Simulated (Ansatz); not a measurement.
One starting cell of TiC (a generated cell, TiC placed in the FeB structure type) was relaxed twice with Ansatz (plane waves, PAW, scalar-relativistic): with r2SCAN at 500 eV and with PBE at 420 eV. The r2SCAN result:

```
CELL_PARAMETERS angstrom
      0.00000     2.16423     2.16423
      2.16423     0.00000     2.16423
      2.16423     2.16423     0.00000
ATOMIC_POSITIONS crystal
  Ti 0.00000 0.00000 0.00000
  C  0.50000 0.50000 0.50000
```

```
quantity                          r2SCAN    PBE
--------------------------------  ------  -----
space group                        Fm-3m  Fm-3m
volume (Å³/atom)                   10.14  10.17
a (Å)                              4.328  4.333
gap (eV, no spin-orbit coupling)    0.00   0.00
```

Both levels end in the same structure; PBE's volume is within 0.5 % of r2SCAN's. Neither column is exact.

No spin polarisation in the result.

Measured for TiC: a 4.33 Å (as listed in Guo-Xu Zhang et al., New Journal of Physics (2018)). Computed minus measured — a: r2SCAN 0.0 %, PBE +0.1 %. The computed values are for a static lattice.

The run could not lose the symmetry of its start; a randomly shaken copy of 4 atoms returns to this structure.

Ansatz is an electronic-structure program.
